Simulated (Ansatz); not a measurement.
## Cost against result

The pair of HF (SMILES F, atoms 1–2) and Si2H6 (SMILES [SiH3][SiH3], atoms 3–10), both closed shells, in one local arrangement (a lower one may exist), relaxed at PBE0-D4/def2-TZVP:

F1  (1.747, 0.854, -1.860)
H2  (1.245, 0.078, -1.796)
Si3  (-0.144, 0.910, 1.014)
Si4  (-0.597, -1.109, -0.081)
H5  (-0.956, 0.944, 2.260)
H6  (1.296, 0.990, 1.366)
H7  (-0.525, 2.056, 0.152)
H8  (-2.031, -1.214, -0.456)
H9  (-0.219, -2.278, 0.756)
H10  (0.184, -1.232, -1.355)
(Å)

Interaction energies are counterpoise-corrected; the time is that of the whole pair.

Ansatz 0.2.0; basis: as named in each row; cores frozen in the correlated methods. B3LYP uses VWN-RPA correlation. Extrapolation: Hartree–Fock as exp(−7.88 √X), correlation as X^−2.97.

Times are rough, for one single point on 4 threads of a shared host (Arm Neoverse V2).

The estimate by CCSD(T) at an estimated basis limit (MP2 extrapolated from triple and quadruple zeta, plus CCSD(T) − MP2 in triple zeta) is -0.081 eV.

```tsv
method	basis	time (s)	interaction energy (eV)	method less estimate
HF	STO-3G	under 1	0.147	0.228
PBE-D4	STO-3G	under 1	0.027	0.108
SPW92	def2-SVP	under 1	-0.167	-0.086
B3LYP-D4	6-31G	under 1	-0.055	0.026
PBE-D4	def2-SVP	under 1	-0.090	-0.009
PBE0-D4	def2-SVP	under 1	-0.069	0.012
CCSD(T)	def2-SVP	1	0.015	0.096
PBE-D4	def2-TZVPPD	2	-0.116	-0.036
revPBE-D4	def2-TZVPPD	2	-0.075	0.006
BLYP-D4	def2-TZVPPD	2	-0.087	-0.006
PBE0-D4	def2-TZVPPD	2	-0.101	-0.020
HSE06-D4	def2-TZVPPD	2	-0.101	-0.020
B3LYP-D4	def2-TZVPPD	2	-0.091	-0.010
wB97M-V	def2-SVP	2	-0.057	0.024
r2SCAN-D4	def2-TZVPPD	3	-0.111	-0.030
B2PLYP	def2-TZVPPD	4	-0.057	0.024
wB97X-V	def2-TZVPPD	6	-0.093	-0.012
B97M-V	def2-TZVPPD	6	-0.102	-0.021
wB97M-V	def2-TZVPPD	6	-0.094	-0.013
MP2	def2-QZVPPD	24	-0.072	0.009
CCSD(T)	def2-TZVPPD	69	-0.067	0.014
```

The T1 diagnostic stays at or below 0.013.
